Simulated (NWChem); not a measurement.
# N2 cation, doublet

All runs: NWChem. Pople sets run with spherical d functions. Spin-unrestricted. All runs use the structure optimised with PBE-D3(BJ)/def2-SVP, spin-unrestricted. No stability test was run on the SCF state. Total energies compare along this basis series because the functional is fixed.

```tsv
level	basis functions	energy (Ha)	highest occupied level (eV)	lowest empty minus highest occupied level, either spin (eV)
B3LYP/STO-3G	10	-107.5042	-24.77	4.68
B3LYP/3-21G	18	-108.3252	-24.10	4.27
B3LYP/6-31G*	28	-108.9437	-23.66	3.88
B3LYP/6-31+G*	36	-108.9451	-23.63	3.86
B3LYP/6-311G**	36	-108.9753	-23.65	3.86
B3LYP/6-311++G**	44	-108.9761	-23.61	3.85
B3LYP/def2-TZVPD	74	-108.9912	-23.57	3.86
B3LYP/def2-QZVP	114	-108.9970	-23.57	3.87
```
